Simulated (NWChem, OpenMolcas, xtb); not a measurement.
# How methods differ on BNH4 (SMILES BN)

BNH4 has 6 atoms, charge 0, and is taken as a singlet. SMILES: `BN`. Geometry: relaxed at PBE0-D4/def2-TZVP.

Each level gives the dipole moment (D). The values are calculated.

| level | kind | program | value (D) | CPU time |
| --- | --- | --- | --- | --- |
| GFN2-xTB | semi-empirical | xtb | 2.15 | under 2 s |
| HF/def2-TZVPP | Hartree–Fock | NWChem | 1.73 | 22 s |
| SVWN5/def2-TZVPP | LDA | OpenMolcas | 2.10 | 36 s |
| BLYP/def2-TZVPP | GGA | OpenMolcas | 2.04 | 49 s |
| r2SCAN/def2-TZVPP | meta-GGA | OpenMolcas | 2.01 | 70 s |
| M06-2X/def2-TZVPP | hybrid meta-GGA | OpenMolcas | 1.85 | 58 s |
| PBE0/def2-TZVPP | global hybrid | OpenMolcas | 1.97 | 48 s |
| CAM-B3LYP/def2-TZVPP | range-separated hybrid | NWChem | 1.94 | 1.7 min |

The values span 1.73 to 2.15 D. CPU times are rough (shared hosts, several kinds of processor): they show what a rung costs within a factor of a few.
